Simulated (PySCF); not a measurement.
# BNH4 (BH2(NH2)): levels of theory compared

Wanted: a comparison of 6 runs (SVWN5/STO-3G, wB97X-V/STO-3G, CCSDTQ/STO-3G, NEVPT2(2,2)/STO-3G, CCSD(T)/STO-3G, UCCSD(T)/STO-3G) of BNH4 (BH2(NH2)). Input form: a Python script.

The results are computed with PySCF 2.14.0.

2 further runs of the same task are left out: 2 set aside as unsound or not needed.

### Step 1. Starting point

The species is BNH4 (6 atoms), meant as a singlet with charge 0. SMILES: `[H]B([H])N`. The B1–H3 distance was set to 2.108 Å, away from the relaxed value. At this shape a bond of the SMILES string is far longer than usual.

Bond lengths: B1–N4 1.378 Å, B1–H2 1.171 Å, N4–H5 1.007 Å, N4–H6 1.007 Å. Angles: B1–N4–H5 123.8°, B1–N4–H6 123.7°, H2–B1–N4 118.8°, H5–N4–H6 112.5°.

### Step 2. A single-point energy at SVWN5/STO-3G (run 1)

Input file run.py:

```python
from pyscf import gto, dft

mol = gto.M(
    atom='''
B        0.678391      -0.126188       0.497859
H        1.666551      -0.047038       1.121649
H       -0.078600       1.496820      -0.614110
N       -0.008949      -1.320058       0.490339
H       -0.862859      -1.471918      -0.020851
H        0.287661      -2.138298       0.996169
''',
    basis='sto-3g',
    verbose=3,
    max_memory=1860,
    charge=0,
)

mf = dft.RKS(mol, xc='svwn')
mf.grids.level = 5
mf.conv_tol = 1e-10
mf.kernel()
if not mf.converged:
    mf = mf.newton().run(mf.mo_coeff, mf.mo_occ)

energy = mf.e_tot
print(f'total energy: {energy:.8f} hartree')
```

Launch:

```
OMP_NUM_THREADS=1 python run.py
```

Output:

```text
converged SCF energy = -80.0481979615789
total energy: -80.04819796 hartree
```

It took 1.5 s on 1 thread of Arm Neoverse V2, shared host; peak memory 0.14 GiB.

### Step 3. The energy at wB97X-V/STO-3G (run 2)

Input file geometry.xyz:

```xyz
6
BH4N
B      0.678391    -0.126188     0.497859
H      1.666551    -0.047038     1.121649
H     -0.078600     1.496820    -0.614110
N     -0.008949    -1.320058     0.490339
H     -0.862859    -1.471918    -0.020851
H      0.287661    -2.138298     0.996169
```

Input file job.py:

```python
from pyscf import gto, dft

mol = gto.M(
    atom='geometry.xyz',
    max_memory=1860,
    charge=0,
    verbose=3,
    basis='sto-3g',
)

mf = dft.RKS(mol)
mf.xc = 'wb97x-v'
mf.grids.level = 5
mf.conv_tol = 1e-10
mf.nlcgrids.level = 1
mf.kernel()
if not mf.converged:
    mf = mf.newton().run(mf.mo_coeff, mf.mo_occ)

energy = mf.e_tot
print(f'total energy: {energy:.8f} hartree')
```

Launch:

```
OMP_NUM_THREADS=1 python job.py
```

Output:

```text
converged SCF energy = -80.7948757521497
total energy: -80.79487575 hartree
```

Wall time 14 s (1 thread of Arm Neoverse V2, shared host); peak memory 0.18 GiB.

Runs 3 to 5 aren't shown in full; the table further down has their settings and results.

### Step 4. A single-point energy at UCCSD(T)/STO-3G (run 6)

Input file calc.py:

```python
from pyscf import gto, scf, cc

mol = gto.M(
    atom='''
B    0.678391  -0.126188   0.497859
H    1.666551  -0.047038   1.121649
H   -0.078600   1.496820  -0.614110
N   -0.008949  -1.320058   0.490339
H   -0.862859  -1.471918  -0.020851
H    0.287661  -2.138298   0.996169
''',
    verbose=3,
    max_memory=1860,
    spin=0,
    charge=0,
    basis='sto-3g',
)

myscf = scf.UHF(mol)
myscf.conv_tol = 1e-10
myscf.kernel()
if not myscf.converged:
    myscf = myscf.newton().run(myscf.mo_coeff, myscf.mo_occ)
for _ in range(3):
    mo, _, stable, _ = myscf.stability(return_status=True)
    if stable:
        break
    myscf.kernel(myscf.make_rdm1(mo, myscf.mo_occ))

mycc = cc.CCSD(myscf, frozen=2)
mycc.kernel()
e_t = mycc.ccsd_t()
e_final = mycc.e_tot + e_t
print('E(%s) = %.9f' % ('CCSD(T)', e_final))
```

Launch:

```
OMP_NUM_THREADS=1 python calc.py
```

Output:

```text
converged SCF energy = -80.2552686556581  <S^2> = 2.7799985e-12  2S+1 = 1
<class 'pyscf.scf.uhf.UHF'> wavefunction has an internal instability
converged SCF energy = -80.2946979041388  <S^2> = 0.69435953  2S+1 = 1.9435632
<class 'pyscf.scf.uhf.UHF'> wavefunction is stable in the internal stability analysis
E(UCCSD) = -80.43182107688867  E_corr = -0.1371231727499058
UCCSD(T) correction = -0.00369766908819506
E(CCSD(T)) = -80.435518746
```

It took 0.85 s on 1 thread of Arm Neoverse V2, shared host; peak memory 0.12 GiB.

### Step 5. Overview of the runs

| run | level | nlc grid | integration grid | energy (Eh) | dipole moment (D) of the reference | HOMO energy (eV) | LUMO energy (eV) | wall time |
| --- | --- | --- | --- | --- | --- | --- | --- | --- |
| 1 | SVWN5/STO-3G | – | 5 | -80.048198 | 2.94 | -2.96 | 2.27 | 1.5 s |
| 2 | wB97X-V/STO-3G | 1 | 5 | -80.794876 | 2.83 | -6.68 | 5.42 | 14 s |
| 3 | CCSDTQ/STO-3G | – | – | -80.436866 | 2.58 | -6.77 | 7.13 | 22 s |
| 4 | NEVPT2(2,2)/STO-3G | – | – | -80.410691 | 2.58 | -6.77 | 7.13 | 0.71 s |
| 5 | CCSD(T)/STO-3G | – | – | -80.436294 | 2.58 | -6.77 | 7.13 | 0.6 s |
| 6 | UCCSD(T)/STO-3G | – | – | -80.435519 | 1.82 | -7.55 | 8.82 | 0.85 s |

### Step 6. Outcome

| quantity | value |
| --- | --- |
| run 6: total energy | -80.43552 Eh |
| run 6: dipole moment (Hartree–Fock density) | 1.82 D |
| run 6: HOMO energy (Hartree–Fock orbitals) | -7.55 eV |
| run 6: LUMO energy (Hartree–Fock orbitals) | 8.82 eV |
| run 6: HOMO–LUMO gap (Hartree–Fock orbitals) | 16.37 eV |
| run 6: correlation energy (2 core orbitals frozen) | -140.8 mEh |
| run 6: (T) correction | -3.70 mEh |
| run 6: ⟨S²⟩ of the reference determinant | 0.694 |
| run 6: T1 diagnostic | 0.085 |

Totals of different functionals can't be ranked against each other. In runs 1, 2, 3, 4, 5, 6 the basis is minimal, so the values are rough. Spin contamination of the reference: run 6 ⟨S²⟩ = 0.69. Where it is this large, the reference is a mixture of spin states, and values that rest on it are in doubt. All runs together took 40 s, the longest 22 s.
